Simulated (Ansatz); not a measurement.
`CCC(O)S` → `OCCCS`  (isomerisation)

Calculated with Ansatz (gas phase, PBE0-D4/def2-TZVP geometries, no zero-point term in ΔE). CCSD(T)/CBS is the MP2 limit (def2-TZVPP, def2-QZVPP) plus CCSD(T) − MP2 in def2-TZVPP, frozen cores. DFT in def2-TZVPP. One conformer a species, not always the lowest.

(1) Is it downhill or uphill in electronic energy at CCSD(T)/CBS, and by how much? (Estimate.)

(2) What do these levels give: PBE0-D4, ωB97X-V, PBE, r2SCAN, MP2/def2-TZVPP, CCSD(T)/def2-TZVPP? (An estimate is asked.)

Largest T1 diagnostic among the species: 0.010.

Results:

(1) Computed: Uphill: ΔE = +16.3 kJ/mol.

(2) The calculation gave: PBE0-D4 16.3, ωB97X-V 15.4, PBE 17.0, r2SCAN 19.3, MP2/def2-TZVPP 17.3, CCSD(T)/def2-TZVPP 15.5 kJ/mol.

In def2-TZVPP, CCSD(T) changes the Hartree–Fock value by +8.3 kJ/mol (the triples alone add +2.0 kJ/mol) and MP2 by +10.2 kJ/mol.
